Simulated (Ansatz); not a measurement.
Ansatz (an electronic-structure program) input (HF/3-21G): The .json file is the Basis Set Exchange's 3-21G.

Ansatz 0.2 input:
```yaml
crystal:
  periodic: [false, false, false]
  atoms:
    - {symbol: C, position_ang: [1.52595049, 0.66962465, -0.00514131]}
    - {symbol: C, position_ang: [0.01306672, 0.83177596, 0.01107469]}
    - {symbol: S, position_ang: [-0.76842299, -0.82795444, -0.00401662]}
    - {symbol: H, position_ang: [-2.04530251, -0.41196503, 0.01342695]}
    - {symbol: H, position_ang: [-0.30620621, 1.36414052, 0.90638732]}
    - {symbol: H, position_ang: [-0.32262366, 1.38796375, -0.86351038]}
    - {symbol: H, position_ang: [2.00875442, 1.64843170, 0.00355520]}
    - {symbol: H, position_ang: [1.87121493, 0.11325855, 0.86772264]}
    - {symbol: H, position_ang: [1.85482770, 0.13703792, -0.89891611]}
basis:
  gaussian:
    orbitals: 3-21G.json
hamiltonian:
  xc: {name: HF}
relax: {f_tol: 0.003, max_steps: 120}
```

Q: What final total energy does it give?

A: -474.34724 Eh.
